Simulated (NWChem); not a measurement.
**A calculation on AlF3**

```xyz
4

Al     0.0000     0.0000     0.0000
F      0.0000     0.0000     1.6457
F      1.4252     0.0000    -0.8228
F     -1.4252     0.0000    -0.8228
```
Charge 0, spin multiplicity 1.

Everything below was run with NWChem. All single points use one geometry, from B3LYP/def2-SVP, a minimum by its harmonic frequencies.

Symmetry labels belong to the abelian group C2v used in the runs, with the axes of the coordinates shown; states degenerate in a higher group split over its labels.

The Pople sets run with spherical d functions. The structure started from a generated list of species.

### Question
List the lowest 3 singlet excitations that CIS/6-31+G* (spherical d) gives, with oscillator strengths.

### Answer
```json
[
 {"state": "1", "symmetry": "b1", "energy (eV)": "11.16", "wavelength (nm)": "111", "f": "0.000"},
 {"state": "2", "symmetry": "b2", "energy (eV)": "11.51", "wavelength (nm)": "108", "f": "0.000"},
 {"state": "3", "symmetry": "a2", "energy (eV)": "11.51", "wavelength (nm)": "108", "f": "0.000"}
]
```
